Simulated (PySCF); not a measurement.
PySCF input file for CS, SMILES [C-]#[S+], ADC(2)/aug-cc-pVDZ. The structure is a stationary point at PBE0-D3(BJ)/def2-TZVPD.

```python
import numpy as np
from pyscf import gto, scf, dft, adc

mol = gto.M(
    atom='''
    C     0.00000000    0.00000000   -1.11222111
    S     0.00000000    0.00000000    0.41708292
    ''',
    basis='aug-cc-pVDZ',
    charge=0,
    spin=0,
    max_memory=1600,
    verbose=4,
)
mf = scf.RHF(mol)
mf.conv_tol = 1e-10
mf.max_cycle = 100
mf.kernel()
res = {}
for kind, nroots in (('ee', 6), ('ip', 6), ('ea', 2)):
    a = adc.ADC(mf).density_fit('aug-cc-pvdz-ri')
    a.method, a.method_type = 'adc(2)', kind
    e, v, p, x = a.kernel(nroots=nroots)
    res[kind] = (e * 27.211386245988, p)
for kind, (e, p) in res.items():
    print(kind, 'energies / eV', np.round(e, 3), 'strengths', np.round(p, 4))
```

Log of the run:

```
PySCF version 2.14.0

[INPUT] verbose = 4
[INPUT] num. atoms = 2
[INPUT] num. electrons = 22
[INPUT] charge = 0
[INPUT] spin (= nelec alpha-beta = 2S) = 0
[INPUT] symmetry False subgroup None
[INPUT] Mole.unit = angstrom
[INPUT] Symbol           X                Y                Z      unit          X                Y                Z       unit  Magmom
[INPUT]  1 C      0.000000000000   0.000000000000  -1.112221110000 AA    0.000000000000   0.000000000000  -2.101793287860 Bohr   0.0
[INPUT]  2 S      0.000000000000   0.000000000000   0.417082920000 AA    0.000000000000   0.000000000000   0.788172490034 Bohr   0.0

nuclear repulsion = 33.2183864370775
number of shells = 16
number of NR pGTOs = 85
number of NR cGTOs = 50
basis = aug-cc-pVDZ
ecp = {}


[settings echo left out]
init E= -435.388318248585
  HOMO = -0.277434069551964  LUMO = -0.0140208345901695  gap/eV = 7.16784
cycle= 1 E= -435.299467547547  delta_E= 0.0889  |g|= 0.306  |ddm|= 1.43
  HOMO = -0.488912424101334  LUMO = 0.0109323154458171  gap/eV = 13.60147
cycle= 2 E= -435.314083139626  delta_E= -0.0146  |g|= 0.255  |ddm|= 0.575
  HOMO = -0.466658544763804  LUMO = 0.043111875772016  gap/eV = 13.87156
cycle= 3 E= -435.333359334114  delta_E= -0.0193  |g|= 0.0362  |ddm|= 0.243
  HOMO = -0.463120875102455  LUMO = 0.0504630582235912  gap/eV = 13.97533
cycle= 4 E= -435.334050486425  delta_E= -0.000691  |g|= 0.0104  |ddm|=  0.1
  HOMO = -0.466115481443457  LUMO = 0.0492203446178078  gap/eV = 14.02300
cycle= 5 E= -435.334135579702  delta_E= -8.51e-05  |g|= 0.00344  |ddm|= 0.0373
  HOMO = -0.466018424627766  LUMO = 0.049016144186446  gap/eV = 14.01480
cycle= 6 E= -435.334145157125  delta_E= -9.58e-06  |g|= 0.000959  |ddm|= 0.0122
  HOMO = -0.465980657443589  LUMO = 0.049042778160839  gap/eV = 14.01450
cycle= 7 E= -435.334145899404  delta_E= -7.42e-07  |g|= 0.000105  |ddm|= 0.00442
  HOMO = -0.465974723379885  LUMO = 0.0490269943447704  gap/eV = 14.01391
cycle= 8 E= -435.334145905383  delta_E= -5.98e-09  |g|= 8.56e-06  |ddm|= 0.000329
  HOMO = -0.46597495655284  LUMO = 0.049029442851783  gap/eV = 14.01398
cycle= 9 E= -435.334145905424  delta_E= -4.04e-11  |g|= 1.51e-06  |ddm|= 1.93e-05
  HOMO = -0.465974821107668  LUMO = 0.0490292802793871  gap/eV = 14.01398
Extra cycle  E= -435.334145905425  delta_E= -7.96e-13  |g|= 7.3e-07  |ddm|= 4.31e-06
converged SCF energy = -435.334145905425

******** <class 'pyscf.adc.radc.RADC'> ********
******** ADC Orbital Information ********
Number of Frozen Occupied Orbitals: 0
Number of Frozen Virtual Orbitals: 0
Number of Active Occupied Orbitals: 11
Number of Active Virtual Orbitals: 39
*****************************************
******** <class 'pyscf.df.df.DF'> ********
auxbasis = aug-cc-pvdz-ri
Reference correlation energy (doubles): -0.26333900
MP2 correlation energy of reference state (a.u.) = -0.26333900

******** <class 'pyscf.adc.radc_ee.RADCEE'> ********
max_space = 12
max_cycle = 50
conv_tol = 1e-08

*************************************************************
        ADC calculation summary (singlet states only)
*************************************************************
adc(2) root 0  |  Energy (Eh) =   0.1938298063  |  Energy (eV) =   5.27437768  |  Osc. strength = 0.00567889  |  conv = True
adc(2) root 1  |  Energy (Eh) =   0.1938298063  |  Energy (eV) =   5.27437768  |  Osc. strength = 0.00567889  |  conv = True
adc(2) root 2  |  Energy (Eh) =   0.2181657723  |  Energy (eV) =   5.93659305  |  Osc. strength = 0.00000000  |  conv = True
adc(2) root 3  |  Energy (Eh) =   0.2264792024  |  Energy (eV) =   6.16281300  |  Osc. strength = 0.00000000  |  conv = True
adc(2) root 4  |  Energy (Eh) =   0.2264792031  |  Energy (eV) =   6.16281302  |  Osc. strength = 0.00000000  |  conv = True
adc(2) root 5  |  Energy (Eh) =   0.3050219412  |  Energy (eV) =   8.30006979  |  Osc. strength = 0.16507496  |  conv = True

******** <class 'pyscf.adc.radc.RADC'> ********
******** ADC Orbital Information ********
Number of Frozen Occupied Orbitals: 0
Number of Frozen Virtual Orbitals: 0
Number of Active Occupied Orbitals: 11
Number of Active Virtual Orbitals: 39
*****************************************
******** <class 'pyscf.df.df.DF'> ********
auxbasis = aug-cc-pvdz-ri
Reference correlation energy (doubles): -0.26333900
MP2 correlation energy of reference state (a.u.) = -0.26333900

******** <class 'pyscf.adc.radc_ip.RADCIP'> ********
max_space = 12
max_cycle = 50
conv_tol = 1e-08

*************************************************************
        ADC calculation summary (doublet states only)
*************************************************************
adc(2) root 0  |  Energy (Eh) =   0.4031591651  |  Energy (eV) =  10.97051967  |  Spec. factor = 1.71719091  |  conv = True
adc(2) root 1  |  Energy (Eh) =   0.4729871311  |  Energy (eV) =  12.87063541  |  Spec. factor = 1.82418355  |  conv = True
adc(2) root 2  |  Energy (Eh) =   0.4729871311  |  Energy (eV) =  12.87063541  |  Spec. factor = 1.82418355  |  conv = True
adc(2) root 3  |  Energy (Eh) =   0.6206268842  |  Energy (eV) =  16.88811772  |  Spec. factor = 1.69378091  |  conv = True
adc(2) root 4  |  Energy (Eh) =   0.9340144788  |  Energy (eV) =  25.41582853  |  Spec. factor = 1.33763455  |  conv = True
adc(2) root 5  |  Energy (Eh) =   0.9809785752  |  Energy (eV) =  26.69378669  |  Spec. factor = 0.00042043  |  conv = True

******** <class 'pyscf.adc.radc.RADC'> ********
******** ADC Orbital Information ********
Number of Frozen Occupied Orbitals: 0
Number of Frozen Virtual Orbitals: 0
Number of Active Occupied Orbitals: 11
Number of Active Virtual Orbitals: 39
*****************************************
******** <class 'pyscf.df.df.DF'> ********
auxbasis = aug-cc-pvdz-ri
Reference correlation energy (doubles): -0.26333900
MP2 correlation energy of reference state (a.u.) = -0.26333900

******** <class 'pyscf.adc.radc_ea.RADCEA'> ********
max_space = 12
max_cycle = 50
conv_tol = 1e-08

*************************************************************
        ADC calculation summary (doublet states only)
*************************************************************
adc(2) root 0  |  Energy (Eh) =   0.0029218369  |  Energy (eV) =   0.07950723  |  Spec. factor = 1.82129409  |  conv = True
adc(2) root 1  |  Energy (Eh) =   0.0539618032  |  Energy (eV) =   1.46837546  |  Spec. factor = 1.96782504  |  conv = True
ee energies / eV [5.274 5.274 5.937 6.163 6.163 8.3  ] strengths [0.0057 0.0057 0.     0.     0.     0.1651]
ip energies / eV [10.971 12.871 12.871 16.888 25.416 26.694] strengths [1.7172e+00 1.8242e+00 1.8242e+00 1.6938e+00 1.3376e+00 4.0000e-04]
ea energies / eV [0.08  1.468] strengths [1.8213 1.9678]
```

Self-consistency was reached.

Cost: roughly 2.6 core-seconds.
